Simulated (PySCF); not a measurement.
# Ionising AlF

PBE; basis Al pcseg-1, F pcseg-1; no relativity; PySCF 2.14. Neutral (UKS): singlet (closed shell), Re = 1.705 Å, ωe = 754 cm⁻¹, De = 6.88 eV, HOMO -6.23 eV, LUMO -2.09 eV.

AlF⁺ (UKS): doublet (σ ↑), Re = 1.652 Å, ωe = 859 cm⁻¹, De = 3.31 eV to Al⁺ + F. The energies at the minima are -342.07221 hartree for AlF and -341.71767 for AlF⁺.

Problem. Work out the adiabatic ionisation energy, without and with harmonic zero-point energies (1 hartree = 27.2114 eV, 1 eV = 8065.5 cm⁻¹), and the change of the bond length.

Solution. At PBE: 0.35454 hartree = 9.648 eV between the minima; the zero-point term (859.0 − 754.0)/2 cm⁻¹ = +0.007 eV makes it 9.654 eV. Re changes by -5.3 pm against the neutral. Minus the HOMO energy is 6.23 eV, -3.42 eV from the value between the minima; self-interaction puts the Kohn–Sham level too high, less so with exact exchange. The electron leaves a σ orbital, and the shorter bond of the ion fits an antibonding orbital, or a change in how ionic the bond is.

For an ion De counts to the pair picked by the measured ionisation energies or electron affinities, which need not be the lowest pair at this level. States were picked by a PBE0 search and need not be the measured ground states.
